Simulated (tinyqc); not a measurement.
Inside a calculation. Method: ROHF in the sto-6g basis, for BH, spin multiplicity 3. One step of it, computed by the program tinyqc.

Question. Iteration 2: diagonalisation and new density. Diagonalise F' = X^T F X, C = X C', fill 4 alpha and 2 beta electrons from the bottom; D(s) = C_occ C_occ^T. Each column has its largest component positive (the first on a tie).

extrapolated F (hartree), order 1B 1s, 1B 2s, 1B 2px, 1B 2py, 1B 2pz, 2H 1s:
$$\begin{pmatrix}
-7.381471 & -2.069454 & 0.000000 & 0.000000 & 0.010416 & -0.193015 \\
-2.069454 & -0.841773 & 0.000000 & 0.000000 & -0.060025 & -0.278058 \\
0.000000 & 0.000000 & 0.088524 & 0.026194 & 0.000000 & 0.000000 \\
0.000000 & 0.000000 & 0.026194 & 0.296479 & 0.000000 & 0.000000 \\
0.010416 & -0.060025 & 0.000000 & 0.000000 & 0.144212 & -0.224697 \\
-0.193015 & -0.278058 & 0.000000 & 0.000000 & -0.224697 & -0.132247
\end{pmatrix}$$

X, order 1B 1s, 1B 2s, 1B 2px, 1B 2py, 1B 2pz, 2H 1s:
$$\begin{pmatrix}
0.396726 & 0.724057 & 0.000000 & 0.000000 & 0.560889 & 0.286986 \\
-0.748239 & -0.495453 & 0.000000 & 0.000000 & 0.394561 & 0.459739 \\
0.000000 & 0.000000 & 0.015281 & 0.999883 & 0.000000 & 0.000000 \\
0.000000 & 0.000000 & 0.999883 & -0.015281 & 0.000000 & 0.000000 \\
-0.603346 & 0.584872 & 0.000000 & 0.000000 & -0.541635 & 0.348980 \\
0.854530 & -0.357025 & 0.000000 & 0.000000 & -0.297340 & 0.515717
\end{pmatrix}$$

Give: F' = X^T F X; orbital energies; coefficients C; D(alpha) after iteration 2; D(beta) after iteration 2.

Answer.

F' = X^T F X (hartree):
$$\begin{pmatrix}
-0.0513 & -1.1182 & 0.0000 & 0.0000 & -0.9462 & -0.6265 \\
-1.1182 & -2.4203 & 0.0000 & 0.0000 & -2.8656 & -1.6597 \\
0.0000 & 0.0000 & 0.2972 & 0.0230 & 0.0000 & 0.0000 \\
0.0000 & 0.0000 & 0.0230 & 0.0878 & 0.0000 & 0.0000 \\
-0.9462 & -2.8656 & 0.0000 & 0.0000 & -3.2620 & -2.0806 \\
-0.6265 & -1.6597 & 0.0000 & 0.0000 & -2.0806 & -1.6366
\end{pmatrix}$$

orbital energies (hartree): MO1 -7.3835, MO2 -0.3779, MO3 -0.0398, MO4 0.0853, MO5 0.2997, MO6 0.4309

coefficients C, order 1B 1s, 1B 2s, 1B 2px, 1B 2py, 1B 2pz, 2H 1s:
$$\begin{pmatrix}
0.9952 & -0.2239 & -0.1833 & 0.0000 & 0.0000 & -0.0667 \\
0.0177 & 0.7551 & 0.7080 & 0.0000 & 0.0000 & 0.3173 \\
0.0000 & 0.0000 & 0.0000 & 0.9924 & 0.1231 & 0.0000 \\
0.0000 & 0.0000 & 0.0000 & -0.1231 & 0.9924 & 0.0000 \\
-0.0007 & 0.1824 & -0.4608 & 0.0000 & 0.0000 & 0.9357 \\
-0.0018 & 0.4524 & -0.6090 & 0.0000 & 0.0000 & -0.7978
\end{pmatrix}$$

D(alpha) after iteration 2, order 1B 1s, 1B 2s, 1B 2px, 1B 2py, 1B 2pz, 2H 1s:
$$\begin{pmatrix}
1.0742 & -0.2812 & 0.0000 & 0.0000 & 0.0429 & 0.0085 \\
-0.2812 & 1.0717 & 0.0000 & 0.0000 & -0.1885 & -0.0896 \\
0.0000 & 0.0000 & 0.9849 & -0.1221 & 0.0000 & 0.0000 \\
0.0000 & 0.0000 & -0.1221 & 0.0151 & 0.0000 & 0.0000 \\
0.0429 & -0.1885 & 0.0000 & 0.0000 & 0.2456 & 0.3632 \\
0.0085 & -0.0896 & 0.0000 & 0.0000 & 0.3632 & 0.5756
\end{pmatrix}$$

D(beta) after iteration 2, order 1B 1s, 1B 2s, 1B 2px, 1B 2py, 1B 2pz, 2H 1s:
$$\begin{pmatrix}
1.0406 & -0.1514 & 0.0000 & 0.0000 & -0.0416 & -0.1031 \\
-0.1514 & 0.5704 & 0.0000 & 0.0000 & 0.1377 & 0.3416 \\
0.0000 & 0.0000 & 0.0000 & 0.0000 & 0.0000 & 0.0000 \\
0.0000 & 0.0000 & 0.0000 & 0.0000 & 0.0000 & 0.0000 \\
-0.0416 & 0.1377 & 0.0000 & 0.0000 & 0.0333 & 0.0825 \\
-0.1031 & 0.3416 & 0.0000 & 0.0000 & 0.0825 & 0.2047
\end{pmatrix}$$
